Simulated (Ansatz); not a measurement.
Consider the formal hydrolysis of a C–F bond: `FC(F)(F)Cl` + H₂O → `OC(F)(F)Cl` + H–F.

Isolated molecules relaxed with PBE0-D4/def2-TZVP in Ansatz; ΔE leaves out vibrations. CBS: MP2 limit from def2 TZ/QZ plus the TZ coupled-cluster correction, frozen cores. This one scheme is used for every species. DFT in def2-TZVPP. HSE06 is defined as in plane-wave codes. One conformer a species, not always the lowest.

```tsv
level	ΔE (kJ/mol)	difference from CCSD(T)/CBS
revPBE-D4	-7.7	2.1
BLYP-D4	-5.4	4.4
r2SCANh-D4	-4.6	5.2
r2SCAN0-D4	-5.9	3.9
HSE06-D4	-7.5	2.3
BHLYP-D4	-6.8	3.0
ωB97M-V	-6.2	3.6
PBE-QIDH	-9.3	0.5
PBE0	-6.3	3.5
r2SCANh	-4.2	5.6
r2SCAN0	-5.5	4.3
CCSD(T)/def2-SVP	-8.8	1.0
CCSD/def2-TZVPP	-8.3	1.5
SCS-MP2/def2-QZVPP	-9.6	0.2
HF/CBS(def2)	-1.4	8.4
CCSD/CBS(def2)	-9.0	0.8
CCSD(T)/CBS	-9.8	0
```

Largest T1 diagnostic among the species: 0.011.

In def2-TZVPP, CCSD(T) changes the Hartree–Fock value by −6.6 kJ/mol (the triples alone add −0.7 kJ/mol) and MP2 by −9.6 kJ/mol. From BLYP to BHLYP (50 % exact exchange), in def2-TZVPP and without D4, ΔE moves by −3.1 kJ/mol.
